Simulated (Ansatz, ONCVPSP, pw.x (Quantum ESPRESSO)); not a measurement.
## Equation-of-state test of one ONCV potential (Li)

```json
{"Element": "lithium", "Generator": "ONCVPSP 4.0.1.1 (patched build)", "Type": "optimised norm-conserving Vanderbilt (ONCV)", "Functional": "PBE", "Relativity": "scalar-relativistic", "Frozen core": "[He]", "Valence charge": "1", "Reference configuration": "2s1", "Partial waves": "2s: rc 2.85 bohr, ncon 3, nbas 8, qcut 4.2 1/bohr, 2 projectors, debl 0.9 Ha; p scattering state at 0.13 Ha: rc 2.50 bohr, ncon 4, nbas 8, qcut 4.7 1/bohr, 3 projectors, debl 0.6 Ha; d scattering state at 0.05 Ha: rc 3.10 bohr, ncon 5, nbas 8, qcut 4 1/bohr, 2 projectors, debl 0.8 Ha", "Local potential": "polynomial inside 1.85 bohr (lpopt 1, dvloc0 0 Ha)", "Core correction": "none"}
```

Atomic tests: cutoffs needed: 2.5 Ha and 4.0 Ha (the cutoffs (Ha) at which the residual kinetic energy of the hardest occupied pseudo-wave falls to 1 and 0.1 mHa per electron) The cutoffs count occupied waves only; projector 3 of the p channel, the hardest unoccupied one, needs 8 Ha at the loose tolerance.; ghost test: no bound ghost flagged; no localised positive-energy state flagged; configuration tests: 1 of 2 tests not solved or not reliable.

Crystal test: bcc Li in pw.x 7.5, no spin, 13³ k-points, Fermi–Dirac smearing 0.01 Ry, cutoffs 35/140 Ry. The reference is all-electron LAPW (Ansatz 0.2.0) with the same functional, mesh and smearing; V0 and B0 come from Birch–Murnaghan fits to the pressures at five volumes. Errors are pseudo minus all-electron; Δ is the rms difference of the E(V) curves that follow from these fits, minima aligned, over ±6 % about the mean V0. Mesh and smearing are coarse, so the numbers serve the comparison and aren't converged zero-temperature values; the lattice is a test structure that the element need not adopt.

All-electron: a0 = 3.436 Å (V0 = 20.29 Å³/atom), B0 = 13.8 GPa.

**Question.** How far does the potential miss the all-electron equation of state?

**Answer.** mean pressure error (GPa): -0.59. The pressure does not cross zero within the volumes sampled, so no fit is given. The largest radius (3.10 bohr) exceeds half the bond length (2.82 bohr), so the spheres overlap, which is one possible source of error among others. This is a poor potential for the solid. Atomic configuration tests: 1 of 2 tests not solved or not reliable.

```csv
V (Å³/atom),P all-electron (GPa),P pseudo (GPa)
19.352,0.71,-0.01
19.862,0.30,-0.34
20.371,-0.05,-0.64
20.880,-0.38,-0.91
21.390,-0.67,-1.15
```

**Question.** At the middle volume, how do free energy and pressure move when the wave cutoff is lowered (ecutrho kept at four times it)?

**Answer.**

```tsv
cutoff (Ry)	shift of F (meV/atom)	shift of P (GPa)
16	+0.4	-0.02
21	+0.0	+0.00
28	+0.0	+0.00
```

Input at the middle volume:

```
&control
  calculation='scf', prefix='x', pseudo_dir='./', outdir='./tmp', tstress=.true., disk_io='none'
/
&system
  ibrav=0, nat=1, ntyp=1, ecutwfc=35, ecutrho=140, nbnd=7,
  occupations='smearing', smearing='fd', degauss=0.01
/
&electrons
  conv_thr=1e-09, mixing_beta=0.4, electron_maxstep=70
/
ATOMIC_SPECIES
Li 1.0 Li.UPF
CELL_PARAMETERS angstrom
  -1.72048458 1.72048458 1.72048458
  1.72048458 -1.72048458 1.72048458
  1.72048458 1.72048458 -1.72048458
ATOMIC_POSITIONS crystal
Li 0.0000 0.0000 0.0000
K_POINTS automatic
13 13 13 0 0 0
```

```bash
pw.x < Li.scf.in > Li.scf.out
```

Lines of the output:

```
Message from routine setup:
     using ibrav=0 with symmetry is DISCOURAGED, use correct ibrav instead
     lattice parameter (alat)  =       5.6313  a.u.
     unit-cell volume          =     137.4703 (a.u.)^3
     number of electrons       =         1.00
     number of Kohn-Sham states=            7
     kinetic-energy cutoff     =      35.0000  Ry
     charge density cutoff     =     140.0000  Ry
     scf convergence threshold =      1.0E-09
     Exchange-correlation= PBE
     number of k points=    84  Fermi-Dirac smearing, width (Ry)=  0.0100
     iteration #  1     ecut=    35.00 Ry     beta= 0.40
     total energy              =      -0.52315245 Ry
     estimated scf accuracy    <       0.00009844 Ry
     iteration #  2     ecut=    35.00 Ry     beta= 0.40
     total energy              =      -0.52331124 Ry
     estimated scf accuracy    <       0.00003727 Ry
     iteration #  3     ecut=    35.00 Ry     beta= 0.40
     total energy              =      -0.52331994 Ry
     estimated scf accuracy    <       0.00000001 Ry
     iteration #  4     ecut=    35.00 Ry     beta= 0.40
     total energy              =      -0.52332017 Ry
     estimated scf accuracy    <       0.00000002 Ry
     iteration #  5     ecut=    35.00 Ry     beta= 0.40
     total energy              =      -0.52332023 Ry
     estimated scf accuracy    <          6.4E-09 Ry
     iteration #  6     ecut=    35.00 Ry     beta= 0.40
     total energy              =      -0.52332024 Ry
     estimated scf accuracy    <          1.5E-09 Ry
     iteration #  7     ecut=    35.00 Ry     beta= 0.40
     the Fermi energy is     0.4452 ev
!    total energy              =      -0.52332024 Ry
     estimated scf accuracy    <          1.0E-09 Ry
     smearing contrib. (-TS)   =      -0.00212261 Ry
     The total energy is F=E-TS. E is the sum of the following terms:
     one-electron contribution =       0.39723456 Ry
     hartree contribution      =       0.00086072 Ry
     xc contribution           =      -0.35962511 Ry
     ewald contribution        =      -0.55966780 Ry
     convergence has been achieved in   7 iterations
          total   stress  (Ry/bohr**3)                   (kbar)     P=       -6.40
     Message from routine punch:
     Nothing written, as per user request (disk_io='none')
```

The run at the middle volume (84 k-points, 7 iterations) took about 5.1 s on one core of a shared host (Neoverse-V1, 32 threads, 247 GiB, load 46).
